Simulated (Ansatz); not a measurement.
# C₃HNO, SMILES N#C[C]C=O: a geometry optimisation

Program: Ansatz 0.2.0, Python API.

Run as a notebook:

```python
import ansatz as az
import numpy as np
import pandas as pd

molecule = (
    az.Crystal.molecule()
    .atom('N', [2.3559, -0.5837, 0.1367])
    .atom('C', [1.4141, 0.069, -0.0252])
    .atom('C', [0.2216, 0.8965, -0.2305])
    .atom('C', [-1.0152, 0.0955, 0.0112])
    .atom('O', [-1.3135, -0.8219, -0.7367])
    .atom('H', [-1.6629, 0.3446, 0.8445])
)

calc = molecule.calculation()
calc = calc.basis(gaussian='def2-SVP')
calc = calc.functional('pbe', dispersion='d4').spin('collinear', total=2)
calc = calc.scf(lower_state_search='standard')
symbols = [site.symbol for site in molecule.cartesian_sites]
start = np.array([site.position_ang for site in molecule.cartesian_sites], dtype=float)
r = calc.relax(force_tolerance=0.02, max_steps=100).run(threads=1).report
end = np.array(r['positions_ang'])
```

```python
print('reference energy %16.6f eV' % r['reference_energy_ev'])
print('total energy     %16.6f eV' % r['free_energy_ev'])
print('occupied orbitals outside the frozen core (up, down):', r['n_occupied'], ' frozen:', r['n_frozen'], ' virtual:', r['n_virtual'])
```

    reference energy     -6647.427843 eV
    total energy         -6647.528552 eV
    occupied orbitals outside the frozen core (up, down): [18, 16]  frozen: 0  virtual: [57, 59]

```python
print('final positions (A) and the move of each atom')
for symbol, xyz, old in zip(symbols, end, start):
    print(f'{symbol:2s} {xyz[0]:10.5f} {xyz[1]:10.5f} {xyz[2]:10.5f}   {np.linalg.norm(xyz - old):7.4f}')
```

    final positions (A) and the move of each atom
    N     2.67872   -0.28050   -0.17411    0.5411
    C     1.51933   -0.01498    0.00436    0.1378
    C     0.26279    0.37106    0.26841    0.7257
    C    -1.13087    0.07334    0.04124    0.1215
    O    -1.43902   -0.89441   -0.65597    0.1659
    H    -1.89095    0.74548    0.51606    0.5662

```python
charges = r['charge_distribution']
table = pd.DataFrame({'atom': symbols, 'mulliken': charges['mulliken_charges_e'], 'lowdin': charges['lowdin_charges_e']})
print(table.round(3).to_string())
print('dipole (e A):', np.round(charges['dipole_moment_e_ang'], 4) + 0.0)
```

      atom  mulliken  lowdin
    0    N     0.062   0.202
    1    C     0.016  -0.251
    2    C    -0.137  -0.008
    3    C     0.149  -0.060
    4    O    -0.123   0.125
    5    H     0.032  -0.007
    dipole (e A): [-0.3673  0.3323  0.2346]

These settings explore the input space; basis and method may be short of convergence. The end point is the stationary point reached from this start; no frequency run checks that it is a minimum, and the basis set is modest. The species is open-shell (spin multiplicity 3). The Löwdin charges here are taken after orthogonalising the functions within each atom; they differ from plain Löwdin charges, and their signs can be unphysical. Total less reference energy is the dispersion correction. Finished in 26 s on 1 thread of Arm Neoverse V2 (shared host), peak memory 0.27 GiB.
